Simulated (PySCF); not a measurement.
**Zinc-blende BP: smallest direct gap on the k points sampled by level of theory**

No measured value is used here.

Task: Put these levels in order of the smallest direct gap on the k points sampled that they give for zinc-blende BP, smallest first: G0W0@PBE0 (PySCF), Hartree–Fock (PySCF), PBE (PySCF), PBE0 (PySCF), evGW@PBE (PySCF).

Result: PBE (3.40 eV), evGW@PBE (4.61 eV), G0W0@PBE0 (4.82 eV), PBE0 (5.16 eV), Hartree–Fock (11.15 eV)

At these levels the smallest gap is indirect and lower: Hartree–Fock 8.22, PBE0 2.79, evGW@PBE 2.17, G0W0@PBE0 2.36, PBE 1.21 eV. Computed values are for a static lattice.  A ± on a computed value is a rough bar: the spread of its extrapolation, a floor set from checks against published values, or a statistical error. Values are at the measured cell.
